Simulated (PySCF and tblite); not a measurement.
Results of a calculation; reference values are marked as such.
C₂H₆S, numbered as in [CH3:1][CH2:2][SH:3].

Geometries PBE0-D3(BJ)/def2-SVP; weights from PBE0-D3(BJ)/def2-TZVP energies and GFN2-xTB thermal corrections, with symmetry numbers and mirror pairs. Conformers within 4 kcal/mol (GFN2-xTB free energy) were kept, 5 at most. Programs: PySCF with density fitting and tblite.

Rotational constants are equilibrium values for the commonest isotopes; dipoles come from the energy level named.

Torsions listed: C1–C2–S3–H3. Of a mirror pair one member is shown.

```json
{"conformer": "1", "shape": "64°", "symmetry": "C1 (pair)", "weight %": "76.7"}
{"conformer": "2", "shape": "-178°", "symmetry": "Cs", "weight %": "23.3"}
```

Sets of constants, in random order:

```csv
set,A (MHz),B (MHz),C (MHz),abs μa (D),abs μb (D),abs μc (D)
P,28683,5464,4873,1.04,1.29,0.03
Q,28999,5267,4841,1.51,0.18,0.67
```

Match each set to its conformer.

P is conformer 2, Q is conformer 1.
